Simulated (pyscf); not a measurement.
One addition across a multiple bond or ene-type step on the singlet surface with elements of a group swapped. ωB97M-D3(BJ)/def2-TZVP, kcal/mol, from the separated reactants. Structures and frequencies: ωB97X-D3(BJ)/def2-SVP in PySCF.

| step | barrier | reaction energy | imaginary mode (i cm⁻¹) |
|---|---|---|---|
| `[OH2]` + `[O]=[Ge]([OH])[OH]` → `[OH][Ge]([OH])([OH])[OH]` | -14.7 | -61.8 | 833 |
| `[OH2]` + `[O]=[Si]([OH])[OH]` → `[OH][Si]([OH])([OH])[OH]` | -18.4 | -69.7 | 713 |
| `[O]=[Sn]([OH])[OH]` + `[OH2]` -> `[OH][Sn]([OH])([OH])[OH]` | [?] | [?] | 706 |

Question: Some entries are withheld; supply them.

Answer: 
- `[O]=[Sn]([OH])[OH]` + `[OH2]` -> `[OH][Sn]([OH])([OH])[OH]`, barrier: -17.3
- `[O]=[Sn]([OH])[OH]` + `[OH2]` -> `[OH][Sn]([OH])([OH])[OH]`, reaction energy: -61.5

Row 1: On the reactant side the descent ends in an adduct with a Ge–O contact, 19.2 kcal/mol under the separated species and 3.7 kcal/mol under the saddle at ωB97X-D3(BJ)/def2-TZVP. Row 2: On the reactant side the descent ends in an adduct with a O–Si contact, 21.6 kcal/mol under the separated species and 2.8 kcal/mol under the saddle at ωB97X-D3(BJ)/def2-TZVP. Row 3: On the reactant side the descent ends in an adduct with a O–Sn contact, 20.8 kcal/mol under the separated species and 2.1 kcal/mol under the saddle at ωB97X-D3(BJ)/def2-TZVP. Each row is the saddle that its search found. Elements up to Kr have no core potential and no relativistic terms here. Elements past Kr carry the def2 core potentials, without spin-orbit coupling.
